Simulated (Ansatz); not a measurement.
Geometry optimisation, UKS B3LYP-D4/STO-3G in Ansatz.

Input:

```yaml
crystal:
  periodic: [false, false, false]
  atoms:
    - { symbol: Si, position_ang: [-1.03668, 1.10208, -0.61269] }
    - { symbol: C, position_ang: [0.3211, 0.39644, 0.32889] }
    - { symbol: Si, position_ang: [1.51342, 1.21187, 1.39745] }
    - { symbol: H, position_ang: [-1.89577, 0.31784, -1.48317] }
    - { symbol: H, position_ang: [-1.34075, 2.52404, -0.60812] }
    - { symbol: H, position_ang: [0.45731, -0.67385, 0.21701] }
    - { symbol: H, position_ang: [2.55571, 0.48709, 2.10545] }
    - { symbol: H, position_ang: [1.49437, 2.63887, 1.67066] }
magnetization:
  spin_polarized: true
  initial_magnetization: 1
basis:
  gaussian: { orbitals: STO-3G }
hamiltonian:
  xc: b3lyp
  dispersion: d4
relax:
  f_tol: 0.015
  max_steps: 40
```

Launched with:

```bash
$ ansatz run input.yaml --threads 1 --pin off --max-ram 2048MiB --backend cpu --events-out ev --progress --plain --runs-dir out
```

**Question.** Where does it end, and by what steps?

**Answer.** It converged. Limits of this set-up: minimal basis. After 8 steps the energy has fallen by 0.369 eV; Si1 moved furthest, 0.29 Å.

```csv
step,energy less start (eV),largest force component (eV/Å),accepted
0,0.0000,1.825,yes
1,-0.1254,0.506,yes
2,-0.1939,0.836,yes
3,-0.2511,1.986,yes
4,-0.3404,0.853,yes
5,-0.3677,0.183,yes
6,-0.3686,0.031,yes
7,-0.3687,0.015,yes
8,-0.3688,0.005,yes
```

```xyz
8
Properties=species:S:1:pos:R:3
Si -1.153 1.078 -0.344
C 0.326 0.402 0.322
Si 1.622 1.259 1.135
H -1.742 0.365 -1.460
H -1.123 2.505 -0.587
H 0.453 -0.681 0.216
H 2.402 0.504 2.094
H 1.283 2.572 1.640
```

Whether the end is a true minimum wasn't checked by a vibrational analysis.

The run took 9.3 s on 1 thread of Intel(R) Xeon(R) 6975P-C (Granite Rapids) (shared host), peak memory 0.13 GiB.
